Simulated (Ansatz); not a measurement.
CH6Si (SMILES C[SiH3]) moved off its minimum; all values from Ansatz (an electronic-structure program), cores frozen in correlated methods.
(charge 0, multiplicity 1)
```xyz
8

Si    -0.6202     0.0964     0.0002
C      1.2639    -0.2552    -0.0096
H     -1.2183    -0.7219    -1.1617
H     -0.9856     1.5267    -0.3872
H     -1.1999    -0.2394     1.3618
H      1.3925    -1.1128     0.2106
H      1.6901     0.5477     0.7836
H      1.6580     0.0926    -0.9466
```

| level | largest force (eV/Å) | on atom | rms difference from CCSD(T)/cc-pV(T+d)Z (eV/Å) | dipole (D) |
|---|---|---|---|---|
| HF/def2-TZVPP | 14.53 | C2 | 0.139 | 0.68 |
| PBE/def2-TZVPP | 13.99 | C2 | 0.120 | 0.76 |
| r2SCAN/def2-TZVPP | 14.09 | C2 | 0.048 | 0.77 |
| B3LYP/def2-TZVPP | 13.97 | C2 | 0.056 | 0.72 |
| wB97M-V/def2-TZVPP | 14.09 | C2 | 0.056 | 0.72 |
| MP2/cc-pV(T+d)Z | 14.26 | C2 | 0.066 | 0.69 |
| CCSD(T)/cc-pV(T+d)Z | 14.12 | C2 | 0.000 | 0.69 |

The differences count from one level among others, with limits of its own. Forces at CCSD(T)/cc-pV(T+d)Z (eV/Å):

```csv
atom,Fx,Fy,Fz
Si1,-0.176,-0.050,-0.882
C2,-2.350,13.913,-0.639
H3,0.117,0.270,0.908
H4,0.325,-0.576,0.407
H5,0.112,0.083,-0.636
H6,2.327,-11.185,2.872
H7,-0.670,-2.149,-1.478
H8,0.314,-0.306,-0.551
```
